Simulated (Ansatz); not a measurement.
A calculation on hcp Hf returned lattice constant a 3.186 Å, lattice parameter c 5.025 Å, equilibrium volume per atom 22.09 Å³/atom, bulk modulus 112 GPa, cohesive energy 6.69 eV/atom.

For reference: lattice constant a 3.194 Å (measured, 293 K, not corrected to a static lattice, our sources range from 3.194 to 3.200; as tabulated in Wikipedia's data pages); lattice parameter c 5.051 Å (measured, 293 K, no zero-point or thermal correction; as tabulated in Wikipedia's data pages); equilibrium volume per atom 22.30 Å³/atom (measured, copied from a table, unchecked, extrapolated to 0 K and zero-point effects removed; as tabulated in Lejaeghere et al. (2013), arXiv:1204.2733); bulk modulus 110 GPa (measured, zero-point energy and finite temperature contributions removed; as tabulated in doi:10.1021/acs.jctc.3c00612).

Q: Which level of theory produced these numbers?
A. r²SCAN (Ansatz, an electronic-structure program)
B. PBE-D3(BJ) (Ansatz)
C. BLYP (Ansatz)
D. r²SCAN+rVV10 (Ansatz)

A: D, r²SCAN+rVV10 (Ansatz)

The others give: BLYP 3.233 Å, 5.109 Å, 23.12 Å³/atom, 102 GPa, 5.20 eV/atom; PBE-D3(BJ) 3.170 Å, 5.019 Å, 21.84 Å³/atom, 112 GPa, 6.87 eV/atom; r²SCAN 3.199 Å, 5.044 Å, 22.35 Å³/atom, 110 GPa, 6.36 eV/atom.

Unless a cell is named, each level is at its own relaxed cell (BLYP 23.12, PBE-D3(BJ) 21.84, r²SCAN 22.35, r²SCAN+rVV10 22.09 Å³/atom).

Ansatz's density-functional and Hartree–Fock values are scalar-relativistic unless marked +SOC, with PAW data made under PBE.
